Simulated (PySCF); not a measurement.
# One shape, several levels: triplet BH3F−

We compute a comparison of 5 runs (U-r2SCAN/STO-6G, UB3LYP/STO-6G, UMP2/STO-6G, NEVPT2(4,4)/STO-6G, UCISD/STO-6G) of triplet BH3F−. The job is set up through a Python script.

The results are computed with PySCF 2.14.0.

11 further runs of the same task are left out: 3 that didn't finish, 8 set aside as unsound or not needed.

### 1 The system as given

The species is BH3F− (5 atoms), meant as a triplet with charge -1. As SMILES of the parent species, `[BH3-]F`. The coordinates come from a GFN2-xTB relaxation. That shape belongs to the parent species and isn't relaxed for this state.

Bond lengths: B1–F2 1.447 Å, B1–H3 1.227 Å, B1–H4 1.228 Å, B1–H5 1.228 Å. Angles: F2–B1–H3 108.4°, F2–B1–H4 108.4°, F2–B1–H5 108.4°, H3–B1–H4 110.7°, H3–B1–H5 110.5°, H4–B1–H5 110.5°.

### 2 The energy at U-r2SCAN/STO-6G (run 1)

File job.py:

```python
from pyscf import gto, dft

mol = gto.M(
    atom='''
B   -0.035750   0.029280  -0.033890
F    0.855550  -0.717910   0.826970
H   -1.067340   0.264210   0.588100
H   -0.274560  -0.651290  -1.027540
H    0.522090   1.075700  -0.353640
''',
    max_memory=1860,
    basis='sto-6g',
    charge=-1,
    verbose=3,
    spin=2,
)

mf = dft.UKS(mol)
mf.xc = 'r2scan'
mf.grids.level = 5
mf.conv_tol = 1e-10
mf.kernel()
if not mf.converged:
    mf = mf.newton().run(mf.mo_coeff, mf.mo_occ)

e_tot = mf.e_tot
print(f'total energy: {e_tot:.8f} hartree')
```

Run with:

```console
$ OMP_NUM_THREADS=1 python job.py
```

Output:

```text
WARN: HOMO 0.217434921068756 >= LUMO -0.307731865639456

WARN: HOMO 0.745044494927917 >= LUMO 0.424242316971792

WARN: HOMO 0.711052088316097 >= LUMO 0.25268190198757

WARN: HOMO 0.671945768141676 >= LUMO 0.225436531670608

WARN: HOMO 0.671187281078474 >= LUMO 0.218496203799368

WARN: HOMO 0.668871591628697 >= LUMO 0.216868470232192

WARN: HOMO 0.668825804780619 >= LUMO 0.216499824115273

WARN: HOMO 0.668847039527571 >= LUMO 0.216494523864351

WARN: HOMO 0.668831709231195 >= LUMO 0.216555588920715

WARN: HOMO 0.668826465617842 >= LUMO 0.216536381945025

WARN: HOMO 0.668818628589247 >= LUMO 0.216532800428364

WARN: HOMO 0.668820116588701 >= LUMO 0.2165387761687

WARN: HOMO 0.668822606013428 >= LUMO 0.216540087019863

WARN: HOMO 0.66882321200885 >= LUMO 0.216538700455336

WARN: HOMO 0.668823518054872 >= LUMO 0.216539519183716

converged SCF energy = -125.337435152742  <S^2> = 2.0016243  2S+1 = 3.0010826
total energy: -125.33743515 hartree
```

Wall time 6.9 s (1 thread of Arm Neoverse V1, shared host); peak memory 0.19 GiB.

### 3 The energy at UB3LYP/STO-6G (run 2)

File run.py:

```python
from pyscf import gto, dft

molecule = gto.M(
    atom=[
    ('B', (-0.035750, 0.029280, -0.033890)),
    ('F', (0.855550, -0.717910, 0.826970)),
    ('H', (-1.067340, 0.264210, 0.588100)),
    ('H', (-0.274560, -0.651290, -1.027540)),
    ('H', (0.522090, 1.075700, -0.353640)),
],
    max_memory=1860,
    verbose=3,
    spin=2,
    basis='sto-6g',
    charge=-1,
)

ks = dft.UKS(molecule)
ks.xc = 'b3lyp'
ks.conv_tol = 1e-10
ks.grids.level = 5
ks.kernel()
if not ks.converged:
    ks = ks.newton().run(ks.mo_coeff, ks.mo_occ)

e_tot = ks.e_tot
print('E(%s) = %.9f' % ('B3LYP', e_tot))
```

Run with:

```console
$ OMP_NUM_THREADS=1 python run.py
```

Output:

```text
WARN: HOMO 0.23225772602685 >= LUMO -0.308075481579287

WARN: HOMO 0.726611779655424 >= LUMO 0.433036674556228

WARN: HOMO 0.6796014026465 >= LUMO 0.268291138879436

WARN: HOMO 0.635919704729842 >= LUMO 0.249944917073068

WARN: HOMO 0.63474433611392 >= LUMO 0.244495841406645

WARN: HOMO 0.632334633170054 >= LUMO 0.243632118368194

WARN: HOMO 0.632262960709956 >= LUMO 0.24353527669287

WARN: HOMO 0.632217487046185 >= LUMO 0.243499011416613

WARN: HOMO 0.632214172558788 >= LUMO 0.243492449215098

WARN: HOMO 0.632218496746637 >= LUMO 0.243508625022323

WARN: HOMO 0.632230976842005 >= LUMO 0.243656955848538

WARN: HOMO 0.632229904499208 >= LUMO 0.2437545300838

WARN: HOMO 0.632226085198304 >= LUMO 0.24374779587327

WARN: HOMO 0.632234680518326 >= LUMO 0.243884500404244

WARN: HOMO 0.632227684453446 >= LUMO 0.243551583572495

WARN: HOMO 0.632236391023893 >= LUMO 0.243874372299423

WARN: HOMO 0.632234796296032 >= LUMO 0.243696861764979

WARN: HOMO 0.632232814053707 >= LUMO 0.243641393796702

WARN: HOMO 0.632233193728736 >= LUMO 0.243629391949573

WARN: HOMO 0.632233175247089 >= LUMO 0.243640714466205

WARN: HOMO 0.632233160963485 >= LUMO 0.243638887594823

WARN: HOMO 0.632233136326869 >= LUMO 0.243638710866233

converged SCF energy = -125.384115114904  <S^2> = 2.0012555  2S+1 = 3.0008369
E(B3LYP) = -125.384115115
```

Run time: 7.2 s. Hardware: 1 thread of Arm Neoverse V1, shared host; peak memory 0.18 GiB.

### 4 A single-point energy at UMP2/STO-6G (run 3)

File run.py:

```python
from pyscf import gto, scf, mp

mol = gto.M(
    atom='''
B     -0.035750     0.029280    -0.033890
F      0.855550    -0.717910     0.826970
H     -1.067340     0.264210     0.588100
H     -0.274560    -0.651290    -1.027540
H      0.522090     1.075700    -0.353640
''',
    verbose=3,
    basis='sto-6g',
    max_memory=1860,
    spin=2,
    charge=-1,
)

mf = scf.UHF(mol)
mf.conv_tol = 1e-10
mf.kernel()
if not mf.converged:
    mf = mf.newton().run(mf.mo_coeff, mf.mo_occ)

pt = mp.MP2(mf, frozen=2).run()
e_final = pt.e_tot
print('E = %.10f Eh' % e_final)
```

Run with:

```console
$ OMP_NUM_THREADS=1 python run.py
```

Output:

```text
WARN: HOMO 0.433020021839143 >= LUMO -0.304015815783982

WARN: HOMO 0.610862156375101 >= LUMO 0.384375701136915

WARN: HOMO 0.517062539212207 >= LUMO 0.397061968464511

WARN: HOMO 0.481308501104468 >= LUMO 0.456679699018967

converged SCF energy = -124.762388791456  <S^2> = 2.0060607  2S+1 = 3.0040378
E(UMP2) = -124.799537929034  E_corr = -0.0371491375773799
E(SCS-UMP2) = -124.804961669219  E_corr = -0.0425728777622897
E = -124.7995379290 Eh
```

Wall time 0.95 s (1 thread of Arm Neoverse V1, shared host); peak memory 0.12 GiB.

Run 4 isn't shown in full; the table further down has it.

### 5 A single-point energy at UCISD/STO-6G (run 5)

File run.py:

```python
from pyscf import gto, scf, ci

molecule = gto.Mole()
molecule.atom = '''
B       -0.035750       0.029280      -0.033890
F        0.855550      -0.717910       0.826970
H       -1.067340       0.264210       0.588100
H       -0.274560      -0.651290      -1.027540
H        0.522090       1.075700      -0.353640
'''
molecule.verbose = 3
molecule.charge = -1
molecule.basis = 'sto-6g'
molecule.max_memory = 1860
molecule.spin = 2
molecule.build()

mf = scf.UHF(molecule)
mf.conv_tol = 1e-10
mf.kernel()
if not mf.converged:
    mf = mf.newton().run(mf.mo_coeff, mf.mo_occ)

cisd = ci.CISD(mf, frozen=2)
cisd.kernel()
e_tot = cisd.e_tot
print(f'total energy: {e_tot:.8f} hartree')
```

Run with:

```console
$ OMP_NUM_THREADS=1 python run.py
```

Output:

```text
WARN: HOMO 0.433020021839143 >= LUMO -0.304015815783982

WARN: HOMO 0.610862156375101 >= LUMO 0.384375701136915

WARN: HOMO 0.517062539212207 >= LUMO 0.397061968464511

WARN: HOMO 0.481308501104468 >= LUMO 0.456679699018967

converged SCF energy = -124.762388791456  <S^2> = 2.0060607  2S+1 = 3.0040378
E(UCISD) = -124.8188742203419  E_corr = -0.05648542888562549
total energy: -124.81887422 hartree
```

Wall time 0.95 s (1 thread of Arm Neoverse V1, shared host); peak memory 0.1 GiB.

### 6 The series

```csv
run,level,integration grid,frozen core orbitals,energy (Eh),HOMO energy (eV),⟨S²⟩,wall time
1,U-r2SCAN/STO-6G,5,–,-125.337435,18.20,2.002,6.9 s
2,UB3LYP/STO-6G,5,–,-125.384115,17.20,2.001,7.2 s
3,UMP2/STO-6G,–,2,-124.799538,12.15,2.006,0.95 s
4,"NEVPT2(4,4)/STO-6G",–,–,-124.805771,–,–,1.5 s
5,UCISD/STO-6G,–,2,-124.818874,12.15,2.006,0.95 s
```

### 7 Results

| quantity | value |
| --- | --- |
| run 5: total energy | -124.81887 Eh |
| run 5: HOMO energy (Hartree–Fock orbitals) (highest over α and β) | 12.15 eV |
| run 5: LUMO energy (Hartree–Fock orbitals) (lowest over α and β) | 14.34 eV |
| run 5: correlation energy (2 core orbitals frozen) | -56.5 mEh |
| run 5: ⟨S²⟩ of the reference determinant | 2.006 |

**Reading.** Totals of different functionals can't be ranked against each other. In runs 1, 2, 3, 4, 5 the HOMO lies above zero, so the outermost electron may be held by the basis alone. In runs 1, 2, 3, 4, 5 the basis is minimal, so the values are rough. All runs together took 18 s, the longest 7.2 s.
